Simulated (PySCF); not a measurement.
**Beryllium: a sound run and one with changed settings**

Sound run: Be [He] 2s2, Be⁺ [He] 2s1. Calculation: PySCF 2.14, in def2-TZVP (5s3p1d, 19 functions); the non-relativistic Hamiltonian (point nucleus). In the sound run the correlated levels freeze 1s2. The sound run starts from symmetry-adapted Hartree-Fock orbitals and uses a fine grid where one is needed.

Changed run: basis STO-3G. This setting is unsound on purpose.

| species | method | sound run (hartree) | changed run (hartree) | converged |
| --- | --- | --- | --- | --- |
| Be | UHF | -14.57258 | -14.35188 | yes |
| Be | TPSS | -14.67054 | -14.45296 | yes |
| Be | r2SCAN | -14.64785 | -14.42482 | yes |
| Be | MP2 | -14.59866 | -14.37567 | yes |
| Be | CCSD(T) | -14.61767 | -14.40333 | yes |
| Be⁺ | UHF | -14.27705 | -14.09784 | yes |
| Be⁺ | TPSS | -14.33754 | -14.15698 | yes |
| Be⁺ | r2SCAN | -14.32490 | -14.14147 | yes |

Ionisation energy of Be:

```tsv
method	sound run (eV)	changed run (eV)
UHF	8.042	6.913
TPSS	9.062	8.054
r2SCAN	8.788	7.710
MP2	8.751	7.560
SCS-MP2	8.893	7.690
CCSD	9.269	8.313
CCSD(T)	9.269	8.313
CCSDT	9.269	8.313
FCI	9.269	8.313
```

A minimal basis cannot let orbitals breathe on ionisation and holds almost no correlation.

For comparison, NIST gives 9.323 eV between the lowest levels.
